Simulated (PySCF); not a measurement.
`C[S-]` ([CH3S]-): adiabatic energies of losing or gaining an electron at several levels

All levels share the PBE0-D3(BJ)/ma-def2-SVP structures and the PBE0-D3(BJ)/ma-def2-SVP thermal terms; only the single-point energies (PySCF) change. Values are adiabatic energies of losing or gaining an electron (0 K, eV).

```jsonl
{"level": "HF/ma-def2-TZVP", "detachment energy to the radical": "0.59", "time": "1.4 s"}
{"level": "CCSD(T)/ma-def2-TZVP", "detachment energy to the radical": "1.65", "time": "2.7 min"}
{"level": "MP2/ma-def2-TZVP", "detachment energy to the radical": "1.75", "time": "6.4 s"}
{"level": "B3LYP-D3(BJ)/ma-def2-TZVP", "detachment energy to the radical": "1.81", "time": "–"}
```

Times are wall times for all single points of a level on 1 thread of Arm Neoverse V1, a shared host; the dash marks the run that also made the structures.

Hartree-Fock leaves out electron correlation, so its ionisation energies and electron affinities from energy differences come out too low, often by 1 eV or more.

The spread: 1.22 eV, from 0.59 to 1.81.
